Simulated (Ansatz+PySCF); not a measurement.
Results of a calculation; reference values are marked as such.
## Several solutions for singlet H₂O

```yaml
atoms:
  - { symbol: O, position_ang: [0.0000, 0.0000, -0.2214] }
  - { symbol: H, position_ang: [0.0000, 1.3952, 0.8855] }
  - { symbol: H, position_ang: [0.0000, -1.3952, 0.8855] }
```

Basis set: 6-31G (spherical functions). Charge 0, multiplicity 1.

PBE0 (unrestricted) was run from several starts with Ansatz (development build ahead of 0.2.0) and PySCF 2.14.0.

```tsv
run	program	start	converged	energy (hartree)	<S²>
A	Ansatz	search for the lowest state	yes	-76.04290	0.98
B	Ansatz	stability test followed	yes	-76.04290	0.98
C	Ansatz	atomic start, no search	yes	-76.02334	0.00
D	PySCF	program defaults	yes	-76.02334	0.00
```

**Question.** Which runs reached the lowest solution of this kind, and what is wrong with the others?

**Answer.** A, B reached the lowest solution found. Converged but too high: C by 0.53 eV, D by 0.53 eV. Convergence only shows a stationary point, and even a stable one can lie too high; stability tests and further starts are what find lower ones. Caution: the unrestricted determinant is a mixture of spin states.
